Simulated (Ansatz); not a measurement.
Consider the cleavage of the P–Si bond: `P[SiH2]Cl` + `N=C(F)F` → `FC(F)=NP` + `[SiH3]Cl`.

Program: Ansatz. Geometries: PBE0-D4/def2-TZVP. ΔE: electronic, gas phase. CCSD(T)/CBS is the MP2 limit (def2-TZVPP, def2-QZVPP) plus CCSD(T) − MP2 in def2-TZVPP, frozen cores. This one scheme is used for every species. Functionals use def2-TZVPP. B3LYP here is the variant with VWN-RPA as its local correlation; programs differ in this. HSE06 is defined as in plane-wave codes. One conformer a species, not always the lowest.

```csv
level,ΔE (kcal/mol),difference from CCSD(T)/CBS
LDA (SPW92),11.9,0.2
revPBE-D4,12.5,0.8
BLYP-D4,9.8,-1.9
B97M-V,12.8,1.1
PBE0-D4,12.8,1.1
B3LYP-D4,10.0,-1.7
r2SCANh-D4,12.0,0.3
r2SCAN0-D4,12.1,0.4
HSE06-D4,12.8,1.1
BHLYP-D4,9.8,-1.9
CAM-B3LYP-D4,9.2,-2.5
ωB97X-V,10.5,-1.2
ωB97M-V,10.6,-1.1
B2PLYP,9.9,-1.8
PBE-QIDH,12.0,0.3
PBE,12.4,0.7
BLYP,9.2,-2.5
r2SCAN,11.8,0.1
PBE0,12.5,0.8
r2SCANh,11.9,0.2
r2SCAN0,12.0,0.3
HSE06,12.5,0.8
BHLYP,9.0,-2.7
CAM-B3LYP,8.8,-2.9
LC-ωPBE,11.4,-0.3
RPA@PBE/def2-TZVPP,10.1,-1.6
MP2/def2-SVP,11.0,-0.7
CCSD/def2-SVP,11.2,-0.5
CCSD(T)/def2-SVP,11.2,-0.5
HF/def2-TZVPP,7.9,-3.8
MP2/def2-TZVPP,10.8,-0.9
SCS-MP2/def2-TZVPP,9.5,-2.2
CCSD/def2-TZVPP,11.0,-0.7
CCSD(T)/def2-TZVPP,11.3,-0.4
HF/def2-QZVPP,7.6,-4.1
MP2/def2-QZVPP,11.0,-0.7
SCS-MP2/def2-QZVPP,9.7,-2.0
HF/CBS(def2),7.5,-4.2
MP2/CBS(def2),11.2,-0.5
CCSD/CBS(def2),11.4,-0.3
CCSD(T)/CBS,11.7,0
```

Largest T1 diagnostic among the species: 0.014.

In def2-TZVPP, CCSD(T) changes the Hartree–Fock value by +3.4 kcal/mol (the triples alone add +0.3 kcal/mol) and MP2 by +3.0 kcal/mol. Leaving LDA and LC-ωPBE aside and taking each functional with its dispersion term where it has one, the values spread over 3.6 kcal/mol, from CAM-B3LYP-D4 to PBE0-D4.
